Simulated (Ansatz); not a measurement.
# AlLi: the cost of one run

Computed with Ansatz 0.2.0, Gaussian basis. Level: def2-QZVPP, all electrons in the functionals, frozen cores in the correlation of double hybrids and RPA.

To be run: wB97M-V, B2PLYP, at charge 0, triplet; charge 0, singlet; charge 0, quintet; charge 1, doublet; charge 1, quartet.

2 further runs of the same task are left out: 2 set aside as unsound or not needed.

## Step 1: What is computed

The geometry is a PBE0/def2-TZVP stationary point (not a proven minimum).

2 atoms, charge 0, spin multiplicity 3.

Atoms are counted from 1 here; the program's logs count them from 0.

No contacts short enough for the rule that draws bonds.

No dispersion term is added; wB97M-V holds VV10 nonlocal correlation.

The geometry shown and the zero of energy belong to the point charge 0, triplet. The yardstick, UCCSD(T), and other wave-function levels (R restricted, U unrestricted, valence and pair active spaces) come from earlier runs.

## Step 2: wB97M-V, charge 0, triplet

Input file in.yaml:

```yaml
crystal:
  periodic: [false, false, false]
  atoms:
    - {symbol: Al, position_ang: [0.000000, 0.000000, 0.000000]}
    - {symbol: Li, position_ang: [0.000000, 0.000000, 2.635300]}
basis:
  gaussian: {orbitals: "def2-QZVPP.json"}
magnetization: {spin_polarized: true, initial_magnetization: 2}
hamiltonian: {xc: {name: wB97M-V}}
output: {orbitals: {seedname: orbitals}}
```

Run with:

```bash
> ansatz run in.yaml --threads 1 --pin off --events-out ev --progress --plain --max-ram 2393MiB
```

**Question.** How long does this run take on 1 thread of Arm Neoverse V2, shared host, and how much memory does it need?

About 21 s, with a peak of 0.3 GiB.
